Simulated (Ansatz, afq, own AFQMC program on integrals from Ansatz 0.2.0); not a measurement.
# AlSiH₄ (doublet): quantum Monte Carlo beside coupled cluster at scale of all distances = 1.000, 6-31G

How near does AFQMC come to the top of the ladder for AlSiH₄ (doublet)?

The runs use Ansatz 0.2.0, Gaussian basis, and an in-house AFQMC program (afq) on its integrals; all values are calculated; 6-31G, frozen cores.

Plan: PBE (unrestricted); r2SCAN (unrestricted); PBE0 (unrestricted); B3LYP (unrestricted); wB97M-V (unrestricted); B2PLYP (unrestricted); CCSD(T) on UHF; CCSDT(Q) on UHF; Phaseless AFQMC, CISD trial on UHF; Free-projection AFQMC, CISD trial on UHF; Free-projection AFQMC, CID trial on UHF.

9 further runs of the same task are left out: 9 that didn't finish.

### Step 1. What is computed

The geometry derives from a PBE0/def2-TZVP stationary point (not a proven minimum). All distances are scaled together.

6 atoms, charge 0, spin multiplicity 2.

Atoms are counted from 1 here; the program's logs count them from 0.

Bond lengths: Si1–Al2 2.477 Å, Si1–H3 1.492 Å, Si1–H4 1.492 Å, Si1–H5 1.492 Å, Al2–H6 1.605 Å. Angles: Al2–Si1–H3 115.7°, Al2–Si1–H4 109.2°, Al2–Si1–H5 109.2°, H3–Si1–H4 107.7°, H3–Si1–H5 107.7°, H4–Si1–H5 107.0°, Si1–Al2–H6 120.9°.

### Step 2. PBE (unrestricted)

File in.yaml:

```yaml
crystal:
  periodic: [false, false, false]
  atoms:
    - {symbol: Si, position_ang: [0.000000, 0.049312, 1.158451]}
    - {symbol: Al, position_ang: [0.000000, -0.101211, -1.313837]}
    - {symbol: H, position_ang: [0.000000, 1.430438, 1.723316]}
    - {symbol: H, position_ang: [1.198904, -0.658842, 1.694066]}
    - {symbol: H, position_ang: [-1.198904, -0.658842, 1.694066]}
    - {symbol: H, position_ang: [0.000000, 1.222494, -2.220719]}
basis:
  gaussian: {orbitals: 6-31G}
magnetization: {spin_polarized: true, initial_magnetization: 1}
hamiltonian: {xc: {name: PBE}}
output: {orbitals: {seedname: orbitals}}
```

On the command line:

```console
ansatz run in.yaml --threads 1 --pin off --events-out ev --progress --plain --max-ram 1382MiB
```

Log:

```text
Functional definition: PBE
  name "PBE"
  cite "Perdew, Burke & Ernzerhof, Phys. Rev. Lett. 77, 3865 (1996) doi:10.1103/PhysRevLett.77.3865"
  parent pbe
  parameter kappa = 0.804
  parameter beta = 0.06672455060314922
  exchange = pbe_x(kappa = kappa, mu = beta*pi^2/3)
  correlation = pbe_c(beta = beta)
406 factors; integrals over basis functions are off by at most 1.8e-4 eV
mean field evaluation 1: about -14527.0547 eV, gradient 9.6e0 eV
mean field evaluation 2: about -14527.2869 eV, gradient 8.3e0 eV
mean field evaluation 4: about -14528.0156 eV, gradient 3.7e-1 eV
mean field evaluation 8: about -14528.0112 eV, gradient 1.5e-2 eV
mean field evaluation 16: about -14526.6209 eV, gradient 2.0e0 eV
mean field -14528.01119342 eV, -533.8945639187 hartree, gradient 4.5e-5 eV, S^2 0.750724; 0 other end points of the search recorded, 0 dependent functions left out
reference -14528.01123526 eV, -533.8945654563 hartree; 16, 15 occupied and 18, 19 virtual orbitals, 406 factors
Total energy: -14528.01123526 eV, -533.8945654563 hartree
```

It took 1.1 s on 1 thread of Arm Neoverse V2, shared host.

From the report: ⟨S²⟩ of the determinant 0.751 (pure doublet: 0.75).

### Step 3. r2SCAN (unrestricted)

Edit in.yaml of step 2 so:

```diff
@@ -12,3 +12,2 @@
 magnetization: {spin_polarized: true, initial_magnetization: 1}
-hamiltonian: {xc: {name: PBE}}
-output: {orbitals: {seedname: orbitals}}
+hamiltonian: {xc: {name: r2SCAN}}
```

Same command.

Log:

```text
Functional definition: r2SCAN
  name "r2SCAN"
  cite "Furness, Kaplan, Ning, Perdew & Sun, J. Phys. Chem. Lett. 11, 8208 (2020) doi:10.1021/acs.jpclett.0c02405"
  cite "Furness, Kaplan, Ning, Perdew & Sun, J. Phys. Chem. Lett. 11, 9248 (2020) doi:10.1021/acs.jpclett.0c03077"
  parent r2scan
  parameter k0 = 0.174
  parameter k1 = 0.065
  parameter a1 = 4.9479
  exchange = r2scan_x(k0 = k0, k1 = k1, a1 = a1)
  correlation = r2scan_c
406 factors; integrals over basis functions are off by at most 1.8e-4 eV
mean field evaluation 1: about -14533.8291 eV, gradient 8.0e0 eV
mean field evaluation 2: about -14534.1239 eV, gradient 6.0e0 eV
mean field evaluation 4: about -14534.5024 eV, gradient 2.3e-1 eV
mean field evaluation 8: about -14534.4949 eV, gradient 1.1e-2 eV
mean field evaluation 16: about -14533.0523 eV, gradient 2.0e0 eV
mean field -14534.49495067 eV, -534.1328376028 hartree, gradient 7.9e-5 eV, S^2 0.751371; 0 other end points of the search recorded, 0 dependent functions left out
reference -14534.49496684 eV, -534.1328381967 hartree; 16, 15 occupied and 18, 19 virtual orbitals, 406 factors
Total energy: -14534.49496684 eV, -534.1328381967 hartree
```

Wall time 2.6 s (1 thread of Arm Neoverse V2, shared host).

From the report: ⟨S²⟩ of the determinant 0.751 (pure doublet: 0.75).

### Step 4. PBE0 (unrestricted)

Edit in.yaml of step 3 so:

```diff
@@ -12,2 +12,3 @@
 magnetization: {spin_polarized: true, initial_magnetization: 1}
-hamiltonian: {xc: {name: r2SCAN}}
+hamiltonian: {xc: {name: PBE0}}
+output: {orbitals: {seedname: orbitals}}
```

Same command.

Log:

```text
Functional definition: PBE0
  name "PBE0"
  cite "Adamo & Barone, J. Chem. Phys. 110, 6158 (1999) doi:10.1063/1.478522"
  cite "Perdew, Burke & Ernzerhof, Phys. Rev. Lett. 77, 3865 (1996) doi:10.1103/PhysRevLett.77.3865"
  parent pbe
  parameter a = 0.25
  parameter kappa = 0.804
  parameter beta = 0.06672455060314922
  exchange = (1 - a)*pbe_x(kappa = kappa, mu = beta*pi^2/3) + a*exact_x
  correlation = pbe_c(beta = beta)
406 factors; integrals over basis functions are off by at most 1.8e-4 eV
mean field evaluation 1: about -14528.9208 eV, gradient 6.6e0 eV
mean field evaluation 2: about -14529.2701 eV, gradient 3.8e0 eV
mean field evaluation 4: about -14529.4137 eV, gradient 5.9e-1 eV
mean field evaluation 8: about -14529.4816 eV, gradient 4.7e-2 eV
mean field evaluation 16: about -14529.4817 eV, gradient 7.3e-5 eV
mean field -14529.48166327 eV, -533.9486026888 hartree, gradient 7.3e-5 eV, S^2 0.750930; 1 other end points of the search recorded, 0 dependent functions left out
reference -14529.48169453 eV, -533.9486038377 hartree; 16, 15 occupied and 18, 19 virtual orbitals, 406 factors
Total energy: -14529.48169453 eV, -533.9486038377 hartree
```

It took 1.5 s on 1 thread of Arm Neoverse V2, shared host.

From the report: ⟨S²⟩ of the determinant 0.751 (pure doublet: 0.75).

### Step 5. B3LYP (unrestricted)

Edit in.yaml of step 4 so:

```diff
@@ -12,3 +12,2 @@
 magnetization: {spin_polarized: true, initial_magnetization: 1}
-hamiltonian: {xc: {name: PBE0}}
-output: {orbitals: {seedname: orbitals}}
+hamiltonian: {xc: {name: B3LYP}}
```

The command is unchanged.

Log, cut to the lines that bear on the results:

```text
Functional definition: B3LYP
  name "B3LYP"
  cite "Stephens, Devlin, Chabalowski & Frisch, J. Phys. Chem. 98, 11623 (1994) doi:10.1021/j100096a001"
  cite "Becke, Phys. Rev. A 38, 3098 (1988) doi:10.1103/PhysRevA.38.3098"
  cite "Lee, Yang & Parr, Phys. Rev. B 37, 785 (1988) doi:10.1103/PhysRevB.37.785"
  cite "Vosko, Wilk & Nusair, Can. J. Phys. 58, 1200 (1980) doi:10.1139/p80-159"
[...]
406 factors; integrals over basis functions are off by at most 1.8e-4 eV
[...]
mean field -14537.25393967 eV, -534.2342285781 hartree, gradient 7.0e-5 eV, S^2 0.750888; 2 other end points of the search recorded, 0 dependent functions left out
reference -14537.25417789 eV, -534.2342373328 hartree; 16, 15 occupied and 18, 19 virtual orbitals, 406 factors
Total energy: -14537.25417789 eV, -534.2342373328 hartree
```

Wall time 1.5 s (1 thread of Arm Neoverse V2, shared host).

From the report: ⟨S²⟩ of the determinant 0.751 (pure doublet: 0.75).

### Step 6. wB97M-V (unrestricted)

Edit in.yaml of step 5 so:

```diff
@@ -12,2 +12,3 @@
 magnetization: {spin_polarized: true, initial_magnetization: 1}
-hamiltonian: {xc: {name: B3LYP}}
+hamiltonian: {xc: {name: wB97M-V}}
+output: {orbitals: {seedname: orbitals}}
```

Launched as before.

Log, cut to the lines that bear on the results:

```text
Functional definition: wB97M-V
  name "wB97M-V"
  cite "Mardirossian & Head-Gordon, J. Chem. Phys. 144, 214110 (2016) doi:10.1063/1.4952647"
  cite "Becke, J. Chem. Phys. 107, 8554 (1997) doi:10.1063/1.475007"
  cite "Vydrov & Van Voorhis, J. Chem. Phys. 133, 244103 (2010) doi:10.1063/1.3521275"
  # Of w^i u^j: cxij and so on, Table III.
[...]
  gx(w, u) = 1 - cx + cx01*u + cx10*w
  gss(w, u) = css00 + css04*u^4 + css10*w + css20*w^2 + css43*w^4*u^3
  gos(w, u) = cos00 + cos10*w + (cos20 + cos21*u)*w^2 + (cos60 + cos61*u)*w^6
[...]
      + integral(e_c_pw_mod_opposite_spin*gos(b97_w_opposite, b97_u_opposite)) + vv10(b, c)
406 factors; integrals over basis functions are off by at most 1.8e-4 eV
185 factors; integrals over basis functions are off by at most 5.7e-6 eV
[...]
mean field -14534.45102286 eV, -534.1312232853 hartree, gradient 3.4e-5 eV, S^2 0.750846; 1 other end points of the search recorded, 0 dependent functions left out
reference -14534.45107047 eV, -534.1312250348 hartree; 16, 15 occupied and 18, 19 virtual orbitals, 406 factors
Total energy: -14534.45107047 eV, -534.1312250348 hartree
```

Wall time 7.5 s (1 thread of Arm Neoverse V2, shared host).

From the report: ⟨S²⟩ of the determinant 0.751 (pure doublet: 0.75).

### Step 7. B2PLYP (unrestricted)

Edit in.yaml of step 6 so:

```diff
@@ -12,3 +12,3 @@
 magnetization: {spin_polarized: true, initial_magnetization: 1}
-hamiltonian: {xc: {name: wB97M-V}}
-output: {orbitals: {seedname: orbitals}}
+hamiltonian: {xc: {name: B2PLYP}}
+correlation: {electrons: outside_noble_gas}
```

The command is unchanged.

Log, cut to the lines that bear on the results:

```text
Functional definition: B2PLYP
  name "B2PLYP"
  cite "Grimme, J. Chem. Phys. 124, 034108 (2006) doi:10.1063/1.2148954"
  cite "Becke, Phys. Rev. A 38, 3098 (1988) doi:10.1103/PhysRevA.38.3098"
  cite "Lee, Yang & Parr, Phys. Rev. B 37, 785 (1988) doi:10.1103/PhysRevB.37.785"
[...]
406 factors; integrals over basis functions are off by at most 1.8e-4 eV
[...]
mean field -14527.33083496 eV, -533.8695612062 hartree, gradient 7.5e-6 eV, S^2 0.751696; 2 other end points of the search recorded, 0 dependent functions left out
10 core orbitals not correlated: weight in the atoms' cores, before any rotation towards them, 1.000 or more for the frozen orbitals, at most 0.000 for the correlated occupied ones
reference -14527.33098496 eV, -533.8695667187 hartree; 6, 5 occupied and 18, 19 virtual orbitals, 406 factors
second order -2.84715150 eV of doubles, -0.00000000 eV of singles
Total energy: -14528.09971586 eV, -533.8978170583 hartree
```

It took 1.5 s on 1 thread of Arm Neoverse V2, shared host.

From the report: ⟨S²⟩ of the determinant 0.752 (pure doublet: 0.75).

### Step 8. CCSD(T) on UHF

Edit in.yaml of step 7 so:

```diff
@@ -12,3 +12,2 @@
 magnetization: {spin_polarized: true, initial_magnetization: 1}
-hamiltonian: {xc: {name: B2PLYP}}
-correlation: {electrons: outside_noble_gas}
+correlation: {method: ccsd_t, electrons: outside_noble_gas, hamiltonian_folder: ham}
```

The command is unchanged.

Log, cut to the lines that bear on the results:

```text
Functional definition: HF
  name "HF"
  cite "Fock, Z. Phys. 61, 126 (1930) doi:10.1007/BF01340294"
  parent pbe
[...]
406 factors; integrals over basis functions are off by at most 1.8e-4 eV
[...]
mean field -14504.69701336 eV, -533.0377836044 hartree, gradient 2.7e-6 eV, S^2 0.752458; 3 other end points of the search recorded, 0 dependent functions left out
determinant -14504.69701336 eV, -533.0377836044 hartree, with singles and doubles -14507.74014876 eV, -533.1496167673 hartree
determinant -14503.12829721 eV, -532.9801343489 hartree, with singles and doubles -14506.34339010 eV, -533.0982868336 hartree
10 core orbitals not correlated: weight in the atoms' cores, before any rotation towards them, 1.000 or more for the frozen orbitals, at most 0.000 for the correlated occupied ones
reference -14504.69701336 eV, -533.0377836044 hartree; 6, 5 occupied and 18, 19 virtual orbitals, 406 factors
second order -2.20166972 eV of doubles, -0.00000000 eV of singles
cycle   1  -3.04307462 eV  change    6.1e-5 eV  update   3.6e-4
[...]
cycle   6  -3.04307871 eV  change   -6.5e-6 eV  update   3.2e-6
perturbative correction -0.04769274 eV, -0.0017526759 hartree
Total energy: -14507.78778481 eV, -533.1513673600 hartree
```

Run time: 0.81 s. Hardware: 1 thread of Arm Neoverse V2, shared host.

From the report: ⟨S²⟩ of the determinant 0.752 (pure doublet: 0.75); correlation -3.0908 eV; T1 0.012; largest double amplitude 0.04.

This run also writes the integrals to the folder ham.

### Step 9. CCSDT(Q) on UHF

Edit in.yaml of step 8 so:

```diff
@@ -12,2 +12,2 @@
 magnetization: {spin_polarized: true, initial_magnetization: 1}
-correlation: {method: ccsd_t, electrons: outside_noble_gas, hamiltonian_folder: ham}
+correlation: {method: ccsdt_q, electrons: outside_noble_gas}
```

Same command.

Log, cut to the lines that bear on the results:

```text
Functional definition: HF
  name "HF"
  cite "Fock, Z. Phys. 61, 126 (1930) doi:10.1007/BF01340294"
  parent pbe
[...]
734 factors; integrals over basis functions are off by at most 9.3e-8 eV
[...]
mean field -14504.69719944 eV, -533.0377904427 hartree, gradient 2.9e-6 eV, S^2 0.752458; 3 other end points of the search recorded, 0 dependent functions left out
determinant -14504.69719944 eV, -533.0377904427 hartree, with singles and doubles -14507.74032421 eV, -533.1496232153 hartree
determinant -14503.12848039 eV, -532.9801410807 hartree, with singles and doubles -14506.34356050 eV, -533.0982930956 hartree
10 core orbitals not correlated: weight in the atoms' cores, before any rotation towards them, 1.000 or more for the frozen orbitals, at most 0.000 for the correlated occupied ones
reference -14504.69719944 eV, -533.0377904427 hartree; 6, 5 occupied and 18, 19 virtual orbitals, 734 factors
second order -2.20169486 eV of doubles, -0.00000000 eV of singles
cycle   1  -2.75275679 eV  change   -5.5e-1 eV  update   6.9e-2
[...]
cycle  14  -3.10827546 eV  change    4.5e-7 eV  update   7.0e-7
perturbative correction -0.00179817 eV, -0.0000660816 hartree
Total energy: -14507.80727308 eV, -533.1520835408 hartree
```

It took 4.1 s on 1 thread of Arm Neoverse V2, shared host.

From the report: ⟨S²⟩ of the determinant 0.752 (pure doublet: 0.75); correlation -3.1101 eV; T1 0.012; largest double amplitude 0.04.

### Step 10. Phaseless AFQMC, CISD trial on UHF

It reads the integrals that the CCSD(T) run on this determinant wrote.

On the command line:

```console
afq ham --method phaseless --trial cisd --walkers 80 --populations 1 --least-time 40 --time-step 0.005 --steps-per-block 50 --equilibration-blocks 28 --max-blocks 300 --target-error 0.0004 --factor-cut 1e-05 --start spin_pure --seed 7311 --release-times 0.24,0.51,0.99,1.62,2.4 --release-step 0.03 --release-every 4 --taylor-order 6
```

Log:

```text
orbitals 24  electrons 6 5  factors 170 of 406
reference energy -533.03778360 Eh
CCSD correlation -0.11183072 Eh in 10 cycles, weight of the determinant in the CISD state 0.9103
energy of the start -533.149592 Eh
 block  time / (1/Eh)  mean weight  energy / Eh
     1     0.250  0.9996  -533.148407
     2     0.500  1.0003  -533.148484
     3     0.750  1.0006  -533.148948
     4     1.000  1.0010  -533.149179
     5     1.250  0.9995  -533.149445
     6     1.500  0.9995  -533.149641
     7     1.750  1.0006  -533.150279
     8     2.000  0.9999  -533.150219
     9     2.250  0.9999  -533.149750
    10     2.500  1.0002  -533.149938
    11     2.750  0.9989  -533.150862
    16     4.000  1.0002  -533.152273
    21     5.250  0.9996  -533.151889
    26     6.500  1.0012  -533.153207
    31     7.750  0.9996  -533.153255
    36     9.000  0.9999  -533.151189
    41    10.250  0.9999  -533.151282
    46    11.500  1.0001  -533.152130
    51    12.750  0.9991  -533.151324
    56    14.000  1.0007  -533.151567
    61    15.250  1.0004  -533.154155
    66    16.500  0.9999  -533.153411
    71    17.750  0.9995  -533.152530
    76    19.000  0.9999  -533.153424
    81    20.250  0.9991  -533.154641
    86    21.500  1.0009  -533.153989
    91    22.750  0.9995  -533.152113
    96    24.000  1.0012  -533.152929
   101    25.250  0.9990  -533.152071
   106    26.500  1.0000  -533.151692
   111    27.750  0.9993  -533.153655
   116    29.000  0.9995  -533.150683
   121    30.250  1.0005  -533.152388
   126    31.500  1.0003  -533.150939
   131    32.750  0.9995  -533.150960
   136    34.000  1.0003  -533.150999
   141    35.250  1.0004  -533.151372
   146    36.500  0.9982  -533.151043
   151    37.750  1.0001  -533.158282
   156    39.000  0.9995  -533.154576
   161    40.250  1.0001  -533.150933
   166    41.500  1.0003  -533.151829
   171    42.750  0.9994  -533.151922
   176    44.000  1.0004  -533.152375
   181    45.250  1.0019  -533.151040
   186    46.500  0.9998  -533.150595
   191    47.750  0.9998  -533.150469
   196    49.000  1.0000  -533.154111
   201    50.250  0.9998  -533.152065
   206    51.500  1.0008  -533.150833
blocks merged  error / Eh  count
     1  0.000266  180
     2  0.000306  90
     4  0.000327  45
     8  0.000330  22
    16  0.000428  11
released: time / (1/Eh)  energy / Eh  error  mean overlap
  0.24  -533.153051  0.001026  1.0085
  0.51  -533.152938  0.000861  1.0027
  0.99  -533.152607  0.000533  0.9993
  1.62  -533.152001  0.000145  1.0136
  2.40  -533.152065  0.000160  1.0185
energy -533.152474 +/- 0.000330 Eh
```

Run time: 2.2 min. Hardware: 1 thread of Arm Neoverse V2, shared host.

Energy -14507.8179 ± 0.0090 eV. Caveats: constraint bias not in the error.

### Step 11. Free-projection AFQMC, CISD trial on UHF

It reads the integrals that the CCSD(T) run on this determinant wrote.

On the command line:

```console
afq ham --method free --trial cisd --walkers 80 --time-step 0.03 --max-blocks 80 --target-error 0.0004 --factor-cut 1e-05 --seed 8347 --times 0,0.21,0.42,0.81,1.2,1.8,2.4,3 --taylor-order 8
```

Log:

```text
orbitals 24  electrons 6 5  factors 170 of 406
reference energy -533.03778360 Eh
CCSD correlation -0.11183072 Eh in 10 cycles, weight of the determinant in the CISD state 0.9103
repeat  energy at the last time / Eh  error
    10  -533.151665  0.000303
    20  -533.152037  0.000219
    30  -533.152060  0.000169
time / (1/Eh)  energy / Eh  error  mean overlap
  0.00  -533.149596  0.000078  1.0977
  0.21  -533.150292  0.000093  1.0984
  0.42  -533.150767  0.000079  1.0959
  0.81  -533.151246  0.000108  1.0998
  1.20  -533.151555  0.000117  1.1082
  1.80  -533.151884  0.000136  1.0951
  2.40  -533.151953  0.000140  1.1018
  3.00  -533.152048  0.000164  1.0972
energy -533.152048 +/- 0.000164 Eh
```

Run time: 42 s. Hardware: 1 thread of Arm Neoverse V2, shared host.

Energy -14507.8063 ± 0.0044 eV. Caveats: remainder of the start not in the error.

### Step 12. Free-projection AFQMC, CID trial on UHF (settings varied)

It reads the integrals that the CCSD(T) run on this determinant wrote.

On the command line:

```console
afq ham --method free --trial cid --walkers 20 --time-step 0.01 --max-blocks 60 --target-error 0.0008 --factor-cut 1e-05 --seed 7145 --times 0.0,0.5,1.0,2.0,3.0,4.0 --taylor-order 8
```

Log:

```text
orbitals 24  electrons 6 5  factors 170 of 406
reference energy -533.03778360 Eh
CCSD correlation -0.11183072 Eh in 10 cycles, weight of the determinant in the CISD state 0.9103
repeat  energy at the last time / Eh  error
    10  -533.151764  0.000508
    20  -533.152088  0.000333
    30  -533.151822  0.000418
time / (1/Eh)  energy / Eh  error  mean overlap
  0.00  -533.149562  0.000155  1.0959
  0.50  -533.150913  0.000145  1.1011
  1.00  -533.151350  0.000170  1.1172
  2.00  -533.151968  0.000204  1.1420
  3.00  -533.151859  0.000360  1.1223
  4.00  -533.151775  0.000408  1.1672
energy -533.151775 +/- 0.000408 Eh
```

It took 18 s on 1 thread of Arm Neoverse V2, shared host.

Energy -14507.7989 ± 0.0111 eV. Caveats: remainder of the start not in the error.

### Step 13. AFQMC on the ladder

On the UHF determinant, counted from CCSDT(Q) (a yardstick, not exact):

| level | energy (eV) | from CCSDT(Q) (meV) | statistical error (meV) | time |
| --- | --- | --- | --- | --- |
| HF | -14504.6970 | +3110.3 |  |  |
| MP2 | -14506.8987 | +908.6 |  |  |
| CCSD | -14507.7401 | +67.2 |  |  |
| CCSD(T) | -14507.7878 | +19.5 |  |  |
| CCSDT(Q) | -14507.8073 | 0.0 |  |  |
| Phaseless AFQMC, CISD trial, step 0.005, 80 walkers | -14507.8179 | -10.6 | 9.0 | 2.2 min |
| Free-projection AFQMC, CISD trial, step 0.03, 80 walkers | -14507.8063 | +1.0 | 4.4 | 42 s |
| Free-projection AFQMC, CID trial, step 0.01, 20 walkers | -14507.7989 | +8.4 | 11.1 | 18 s |

The functionals' totals stand on their own zeros and serve differences with other points: PBE -14528.011 eV; r2SCAN -14534.495 eV; PBE0 -14529.482 eV; B3LYP -14537.254 eV; wB97M-V -14534.451 eV; B2PLYP -14528.100 eV.

### Step 14. Outcome

| quantity | value |
| --- | --- |
| CCSD(T) on UHF from CCSDT(Q) | +19.5 meV |
| Phaseless AFQMC, CISD trial on UHF from CCSDT(Q) | -10.6 ± 9.0 meV |
| Free-projection AFQMC, CISD trial on UHF from CCSDT(Q) | +1.0 ± 4.4 meV |

What this shows: On UHF the phaseless walk with the CISD trial lies -10.6 meV from CCSDT(Q), within three error bars. Free projection has no constraint; at the last time it gives +1.0 ± 4.4 meV, and from a start that isn't spin pure other spins can mix in. Error bars are statistical and leave out the constraint, the time step and what remains of the start.
